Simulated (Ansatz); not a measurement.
A calculation with Ansatz (development build ahead of 0.2.0).

```yaml
crystal:
  periodic: [false, false, false]
  atoms:
    - { symbol: "N", position_ang: [0.03414, 0.17758, 0.22311] }
    - { symbol: O, position_ang: [0.60711, -0.81317, 0.36853] }
    - { symbol: O, position_ang: [-0.64461, 0.64506, -0.58442] }
basis:
  gaussian: { orbitals: def2-SVP }
magnetization:
  spin_polarized: true
  initial_magnetization: 1
hamiltonian:
  xc: hf
correlation:
  method: mp2
  frozen_orbitals: { "N": 1, O: 1 }
output:
  forces: true
```

The input is written out in the form of the current development build from the run's settings.

The run gave:

```json
{
  "Converged": "yes",
  "Reference energy": "-203.86910 hartree",
  "Correlation energy": "-0.52635 hartree",
  "Total energy": "-204.39545 hartree",
  "Spin squared of the determinant": "0.765",
  "Stability test": "minimum"
}
```

Forces (eV/Å):
```csv
atom,Fx,Fy,Fz
N1,0.459,2.325,2.922
O2,2.306,-4.119,0.467
O3,-2.765,1.794,-3.389
```

Caution: MP2 forces lie far from those of the mean fields.
